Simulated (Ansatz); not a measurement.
A structure relaxed at PBE0-D4/def2-TZVP, charge 0, multiplicity 1:

```xyz
8

F    -1.646    0.434    0.404
C    -0.577    0.280   -0.435
C     0.614   -0.265    0.312
F     0.323   -1.466    0.862
F     0.972    0.570    1.314
H    -0.314    1.252   -0.864
H    -0.845   -0.416   -1.235
H     1.473   -0.390   -0.358
```

(1) Give its formula and SMILES.

(2) Point group (tolerance 0.08 Å, 0.16 Å for H)?

(3) Summarise the bond lengths by kind.

## Answers

(1) C2H3F3, `FCC(F)F`.

(2) Cs.

(3) 3 × C–F 1.353 to 1.367 Å; 1 × C–C 1.507 Å; 3 × C–H 1.094 to 1.097 Å.

Results of the Gaussian-basis code of Ansatz.
